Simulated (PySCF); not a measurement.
Core-level binding energies of borane phosphine

Species: borane phosphine, BH6P.
Numbering: `[BH3-:1][PH3+:2]`

Level of theory: delta-SCF UKS SCAN, pcX-2 on the ionised atom, pcseg-1 elsewhere, spin-free X2C in PySCF 2.14.0. Vertical ΔSCF values, vacuum level as zero.

Question: List the computed XPS lines with their assignment.

Answer: 
```
atom(s)                     environment    level  binding energy (eV)  2p1/2 (eV)  count
     B1           four-coordinate boron     B 1s               193.83           –      1
     P2  phosphorus bonded to B and 3 H  P 2p3/2               138.35      139.24      1
     P2  phosphorus bonded to B and 3 H     P 1s              2151.98           –      1
```

Question: Which effective nuclear charge Zeff reproduces each element's mean 1s value in the hydrogen-like formula E = 13.606 eV × Zeff²?

Answer: B (Z = 5): mean 193.8 eV, Zeff = 3.77, Z − Zeff = 1.23; P (Z = 15): mean 2152.0 eV, Zeff = 12.58, Z − Zeff = 2.42. Means run over the listed sites, weighted by atom count.

Question: Express the binding energy of P 2p3/2 of P2 in atomic units and per mole.

Answer: 138.35 eV = 5.0843 Eh = 13349 kJ/mol.

For 2p shells one spin-free hole was relaxed; a mean-field spin–orbit operator and the ground-state splitting of the three 2p orbitals were then diagonalised within the shell. The shell's mean is (2 × 2p3/2 + 2p1/2)/3, and the degeneracies 2j + 1 give areas of 2:1. 2p1/2 minus 2p3/2 (ligand field included): P 0.89 eV. Geometry: PBE0-D3(BJ)/def2-SVP; no solvent, vibrations or thermal averaging.

Hardware: one thread, Arm Neoverse N1 (aarch64), no GPU, on a shared host. Cost: 9.6 s of wall time, 0.32 GiB resident at most.
